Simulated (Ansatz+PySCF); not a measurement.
Two shapes of doublet CH2F.

Shape 1:

```xyz
4

C     0.6659    0.0000   -0.0539
H     1.1105   -0.9139    0.1253
H     1.1105    0.9139    0.1253
F    -0.6752    0.0000    0.0143
```

Shape 2:

```xyz
4

C     0.6509    0.0000   -0.0599
H     1.1255   -0.9759    0.1313
H     1.1255    0.9759    0.1313
F    -0.6903    0.0000    0.0083
```

Basis set: cc-pVTZ (spherical functions). Frozen core: 2 orbitals. Correlation on ROHF uses semicanonical orbitals with singles. Charge 0, multiplicity 2.

Computed with Ansatz (development build ahead of 0.2.0); each method stands on the lowest determinant of its kind that the runs found.

**Question.** Which shape is lower in energy, and by how much in each method?

**Answer.**

```tsv
method	E(2) − E(1) (eV)
ROHF	-0.017
UHF	-0.022
ROHF-MP2	-0.050
UHF-MP2	-0.049
ROHF-CCSD(T)	-0.070
```

Shape 2 is lower.
